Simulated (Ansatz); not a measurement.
```yaml
crystal:
  periodic: [false, false, false]
  atoms:
    - {symbol: Al, position_ang: [0.000000, 0.000000, -1.856143]}
    - {symbol: B, position_ang: [0.000000, 0.000000, 0.328545]}
    - {symbol: O, position_ang: [0.000000, 0.000000, 1.527598]}
basis:
  gaussian: {orbitals: def2-TZVP}
hamiltonian: {xc: pbe0}
relax: {f_tol: 0.004, max_steps: 80}
```

```sh
$ ansatz run in.yaml --threads 1 --pin off --events-out ev --progress --plain --max-ram 2176MiB
```

Steps of the relaxation (energy above the last step; positions in Å, forces in eV/Å):

```
3
step 1, 17.0 meV
Al    0.000    0.000   -1.856    0.000    0.000   -0.485
B     0.000    0.000    0.329    0.000    0.000   -0.183
O     0.000    0.000    1.528    0.000    0.000    0.668
```

```
3
step 2, 0.5 meV
Al    0.000    0.000   -1.892    0.000    0.000   -0.076
B     0.000    0.000    0.343    0.000    0.000   -0.046
O     0.000    0.000    1.549    0.000    0.000    0.121
```

```
3
step 3, 0.0 meV
Al    0.000    0.000   -1.900    0.000    0.000    0.001
B     0.000    0.000    0.347    0.000    0.000   -0.002
O     0.000    0.000    1.553    0.000    0.000    0.002
```

Close pairs at the end: B2–O3 1.207 Å, Al1–B2 2.246 Å.

A stationary point of restricted PBE0 after 3 steps (its stability towards spin polarisation wasn't tested); no frequencies were run, so it isn't proven a minimum. 5.5 s on 1 thread of Arm Neoverse V2, shared host.
